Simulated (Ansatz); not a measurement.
Species: CHO2 (charge -1, singlet). It need not be the lowest isomer of its formula. Whether it binds its extra electron was not tested at this geometry. 
Geometry from a B3LYP-D3(BJ)/def2-TZVP (Ansatz, a program for electronic structure) optimisation:
SMILES: O=[C-]O
```xyz
4

O     -1.0561    -0.3806    -0.0120
C      0.0122     0.6089    -0.0135
O      1.1192     0.0788     0.0201
H     -0.5775    -1.2392     0.0166
```
Charge -1, spin multiplicity 1.

Basis-set convergence of Hartree-Fock and CCSD(T) correlation energies (hartree) with Ansatz. Cores are frozen in the correlated levels unless marked. Spin-orbit coupling is left out. No relativistic terms. This anion needs diffuse functions, which these sets lack.

```tsv
basis	functions	E(HF)	E(corr, CCSD(T))	rough core time
cc-pVDZ	-	-188.13331	-0.52564	under 20 s
cc-pVTZ	104	-188.20131	-0.66753	under 20 s
cc-pVQZ	195	(withheld)	(withheld)	40 s
```

### Question
Complete the blanks.

### Answer

- cc-pVQZ, E(HF): -188.22050
- cc-pVQZ, E(corr, CCSD(T)): -0.71609
